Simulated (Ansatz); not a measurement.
Molecule (SMILES): Cl (HCl).
Geometry (B3LYP-D3(BJ)/def2-TZVP, fixed):
```
Cl
H 1 1.2820
```

Basis-set convergence of the dipole moment at MP2 with Ansatz (an electronic-structure program). Dipoles come from the density behind the forces; the sign is taken along the dipole that this method gives in the largest set. The reference of a correlated method is not its basis-set limit, which lies further on. Cartesian d functions, on some or all atoms, in 6-311+G**; all else is spherical. Cores are frozen. No added dispersion term, no relativity. Reference: the value in aug-cc-pV(5+d)Z, 1.124 D, itself unsure by roughly 0.006 D (its mean distance from aug-pcseg-3, aug-cc-pV(Q+d)Z, def2-QZVPPD). Deviations are taken from unrounded values.

| basis | functions | dipole moment (D) | minus reference (D) |
|---|---|---|---|
| 3-21G | 15 | 1.753 | 0.629 |
| def2-SV(P) | 20 | 1.477 | 0.353 |
| cc-pV(D+d)Z | 28 | 1.349 | 0.225 |
| 6-311+G** | 37 | 1.387 | 0.264 |
| aug-cc-pV(D+d)Z | 41 | 1.156 | 0.033 |
| 6-311++G(2d,2p) | 45 | 1.196 | 0.072 |
| pcseg-2 | 48 | 1.253 | 0.129 |
| def2-TZVPD | 55 | 1.134 | 0.010 |
| jun-cc-pV(T+d)Z | 62 | 1.122 | -0.001 |
| 6-311++G(3df,3pd) | 65 | 1.103 | -0.021 |
| def2-TZVPPD | 68 | 1.110 | -0.014 |
| aug-cc-pV(T+d)Z | 78 | 1.111 | -0.013 |
| pcseg-4 | 166 | 1.121 | -0.003 |

The smallest set listed that lies within 0.1 D of the reference with all its larger relatives (same family, alike in diffuse functions; a set with none counts only in the reference's own line) is aug-cc-pV(D+d)Z (41 functions, 0.033 D off). Inside, with no larger relative to test it: pcseg-4. (Relatives not listed, tested too: def2-QZVPPD -0.006, aug-cc-pV(Q+d)Z -0.004, aug-cc-pV(5+d)Z 0.000 D.)
